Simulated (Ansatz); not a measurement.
Saddle point of C$_{2}$H$_{7}$Al, closed shell (C₂H₇Al ([CH3][AlH][CH3]) → C₂H₅Al ([CH2][Al][CH3]) + H₂; bonds formed: H2–H4; bonds broken: Al1–H2, C3–H4), PBE0-D4/def2-TZVP structure:

Al1  (0.084, 0.413, 0.049)
H2  (0.965, 0.226, -1.516)
C3  (-1.397, 0.706, -0.995)
H4  (0.082, -0.011, -1.656)
C5  (0.880, -0.654, 1.469)
H6  (-2.450, 0.576, -0.750)
H7  (-1.269, 1.365, -1.856)
H8  (0.135, -0.888, 2.234)
H9  (1.262, -1.596, 1.066)
H10  (1.710, -0.137, 1.955)
(Å)

Energies are electronic, without zero-point energy. Barriers and step energies count from the start structure reached by relaxing down the imaginary mode; all methods use the PBE0-D4 structures, on which another method's saddle can fall below an end. Program: Ansatz 0.2.0. Basis: def2-TZVPP, with def2-QZVPP for the basis limit. Cores are frozen in the correlated methods. B3LYP uses VWN-RPA correlation. Extrapolation: Hartree–Fock as exp(−7.88 √X), correlation as X^−2.97.

```json
{"method": "SPW92", "barrier (kJ/mol)": "253.2", "step energy (kJ/mol)": "255.1"}
{"method": "PBE-D4", "barrier (kJ/mol)": "266.3", "step energy (kJ/mol)": "252.3"}
{"method": "BLYP-D4", "barrier (kJ/mol)": "273.1", "step energy (kJ/mol)": "248.7"}
{"method": "r2SCAN-D4", "barrier (kJ/mol)": "?", "step energy (kJ/mol)": "268.2"}
{"method": "B97M-V", "barrier (kJ/mol)": "298.9", "step energy (kJ/mol)": "284.6"}
{"method": "PBE0-D4", "barrier (kJ/mol)": "293.5", "step energy (kJ/mol)": "274.6"}
{"method": "B3LYP-D4", "barrier (kJ/mol)": "294.8", "step energy (kJ/mol)": "268.2"}
{"method": "r2SCAN0-D4", "barrier (kJ/mol)": "302.3", "step energy (kJ/mol)": "282.4"}
{"method": "BHLYP-D4", "barrier (kJ/mol)": "325.7", "step energy (kJ/mol)": "292.1"}
{"method": "CAM-B3LYP-D4", "barrier (kJ/mol)": "312.0", "step energy (kJ/mol)": "284.0"}
{"method": "wB97X-V", "barrier (kJ/mol)": "320.2", "step energy (kJ/mol)": "290.4"}
{"method": "wB97M-V", "barrier (kJ/mol)": "307.4", "step energy (kJ/mol)": "277.6"}
{"method": "B2PLYP", "barrier (kJ/mol)": "?", "step energy (kJ/mol)": "272.5"}
{"method": "PBE-QIDH", "barrier (kJ/mol)": "309.4", "step energy (kJ/mol)": "285.8"}
{"method": "RPA on PBE", "barrier (kJ/mol)": "297.1", "step energy (kJ/mol)": "270.6"}
{"method": "HF", "barrier (kJ/mol)": "?", "step energy (kJ/mol)": "320.2"}
{"method": "MP2", "barrier (kJ/mol)": "301.3", "step energy (kJ/mol)": "273.7"}
{"method": "CCSD", "barrier (kJ/mol)": "316.0", "step energy (kJ/mol)": "283.8"}
{"method": "CCSD(T)", "barrier (kJ/mol)": "300.7", "step energy (kJ/mol)": "273.1"}
```

Fill in the withheld barriers. (To be estimated.)

The calculation gives: HF 373.8; r2SCAN-D4 282.9; B2PLYP 299.0 kJ/mol. Each is the energy of the saddle less that of the start structure, by the same method.

For comparison, the barrier by CCSD(T) at an estimated basis limit (MP2 extrapolated from triple and quadruple zeta, plus CCSD(T) − MP2 in triple zeta) is 298.0 kJ/mol.

T1 diagnostic: at most 0.015. The restricted Hartree–Fock reference is unstable towards an unrestricted one at one or more of these structures.

Labels in which every atom is bracketed show which atoms are joined, not bond orders.

For scale, one of the runs: CCSD(T)/def2-TZVPP, 202 basis functions, launched by `ansatz run in.yaml --threads 2 --pin off --events-out ev --progress --plain --max-ram 4352MiB`. Hardware: 2 CPU threads of an Arm Neoverse V1, shared host. Wall time 53 s; peak host memory 2.4 GiB.
